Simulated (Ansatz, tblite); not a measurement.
# SiEtH3 (C₂H₈Si): rung by rung

Aim: run the singlet of SiEtH3 (C₂H₈Si) at one geometry on many levels, and compare frontier levels, spin and run time.

Computed with Ansatz 0.2.0, Gaussian basis. Level: as each input shows.

The runs, in order: GFN1-xTB, GFN2-xTB, PBE-D4/def2-TZVP, r2SCAN-D4/def2-TZVP, HSE06-D4/def2-TZVP, LDA/def2-TZVP, CAM-B3LYP-D4/def2-TZVP, PBE-D4/def2-SVP, PBE0-D4/def2-SVP, CCSD(T)/def2-TZVPP, MP2/def2-TZVP.

2 further runs of the same task are left out: 2 set aside as unsound or not needed.

## Step 1: The geometry

The singlet was relaxed beforehand with PBE0-D4/def2-TZVP.

11 atoms, charge 0, spin multiplicity 1.

Bond lengths: C1–C2 1.526 Å, C1–Si3 1.876 Å, C1–H4 1.095 Å, C1–H5 1.095 Å, C2–H6 1.093 Å, C2–H7 1.093 Å, C2–H8 1.093 Å, Si3–H9 1.490 Å, Si3–H10 1.490 Å, Si3–H11 1.489 Å. Angles: C2–C1–Si3 113.5°, C2–C1–H4 110.4°, C2–C1–H5 110.5°, Si3–C1–H4 108.1°, Si3–C1–H5 108.1°, H4–C1–H5 105.9°, C1–C2–H6 111.6°, C1–C2–H7 111.4°, C1–C2–H8 111.4°, H6–C2–H7 107.5°, H6–C2–H8 107.4°, H7–C2–H8 107.3°, C1–Si3–H9 110.3°, C1–Si3–H10 110.3°, C1–Si3–H11 111.0°, H9–Si3–H10 108.0°, H9–Si3–H11 108.5°, H10–Si3–H11 108.6°.

Coordinates:

```xyz
11

C    -0.2746   -0.4200    0.5056
C     0.5157    0.7444    1.0947
Si   -0.3074   -0.4282   -1.3701
H     0.1422   -1.3751    0.8432
H    -1.3097   -0.4003    0.8639
H     0.5117    0.7213    2.1874
H     1.5594    0.7233    0.7699
H     0.0992    1.7070    0.7857
H     1.0777   -0.5112   -1.9120
H    -0.9268    0.8258   -1.8829
H    -1.0873   -1.5870   -1.8854
```

PBE0-D4/def2-TZVP was run before; its log isn't repeated, and its numbers join the tables.

## Step 2: GFN1-xTB

Tight binding, by tblite at 300 K electronic temperature and without a spin-polarisation term:

```python
tblite.interface.Calculator('GFN1-xTB', numbers, positions, charge=0, uhf=0).singlepoint()
```

Energy -282.8677 eV, HOMO -11.88 eV, LUMO -5.34 eV; 0.017 s.

## Step 3: GFN2-xTB

Tight binding, by tblite at 300 K electronic temperature and without a spin-polarisation term:

```python
tblite.interface.Calculator('GFN2-xTB', numbers, positions, charge=0, uhf=0).singlepoint()
```

Energy -274.2801 eV, HOMO -10.74 eV, LUMO -4.68 eV; 0.008 s.

## Step 4: PBE-D4/def2-TZVP

start.molden holds the orbitals of an earlier run on this state, given as this run's starting guess.

in.yaml reads:

```yaml
crystal:
  periodic: [false, false, false]
  atoms:
    - {symbol: C, position_ang: [-0.274643, -0.419960, 0.505621]}
    - {symbol: C, position_ang: [0.515701, 0.744444, 1.094711]}
    - {symbol: Si, position_ang: [-0.307425, -0.428191, -1.370137]}
    - {symbol: H, position_ang: [0.142191, -1.375115, 0.843241]}
    - {symbol: H, position_ang: [-1.309711, -0.400287, 0.863892]}
    - {symbol: H, position_ang: [0.511692, 0.721279, 2.187415]}
    - {symbol: H, position_ang: [1.559403, 0.723278, 0.769859]}
    - {symbol: H, position_ang: [0.099232, 1.706993, 0.785743]}
    - {symbol: H, position_ang: [1.077653, -0.511209, -1.911996]}
    - {symbol: H, position_ang: [-0.926809, 0.825773, -1.882920]}
    - {symbol: H, position_ang: [-1.087275, -1.587004, -1.885429]}
basis:
  gaussian: {orbitals: def2-TZVP, initial_orbitals: start.molden}
hamiltonian: {xc: pbe, dispersion: d4}
scf: {omitted_lower_state_checks: [starts]}
output: {forces: true, orbitals: {seedname: orbitals}}
```

On the command line:

```bash
> ansatz run in.yaml --threads 2 --pin off --events-out ev --progress --plain --max-ram 4352MiB
```

Further steps of the session: r2SCAN-D4/def2-TZVP; HSE06-D4/def2-TZVP; LDA/def2-TZVP; CAM-B3LYP-D4/def2-TZVP; PBE-D4/def2-SVP; PBE0-D4/def2-SVP; CCSD(T)/def2-TZVPP; MP2/def2-TZVP.

Q: Predict the results of all the runs planned. Wanted: gap in def2-TZVP, named functionals, smallest and largest; correlation energy, CCSD(T)/def2-TZVPP; correlation energy, MP2/def2-TZVP; binding an atom, CCSD(T)/def2-TZVPP; PBE0 total energy, smallest basis above largest.

The runs gave:

| quantity | value |
| --- | --- |
| gap in def2-TZVP, named functionals, smallest and largest | 7.02 eV (LDA), 11.46 eV (CAM-B3LYP-D4) |
| correlation energy, CCSD(T)/def2-TZVPP | -15.25 eV |
| correlation energy, MP2/def2-TZVP | -12.75 eV |
| binding an atom, CCSD(T)/def2-TZVPP | 3.557 eV |
| PBE0 total energy, smallest basis above largest | 5.10 eV (def2-SVP, def2-TZVP) |

What this shows: Over the named functionals in def2-TZVP the gap runs from 7.02 eV (LDA) to 11.46 eV (CAM-B3LYP-D4); exact exchange widens it. The functionals in def2-TZVP miss CCSD(T)/def2-TZVPP by +0.058 (PBE0-D4) to +0.466 eV (LDA) an atom. CCSD(T)/def2-TZVPP isn't at the basis-set limit; small misses against it rank nothing.
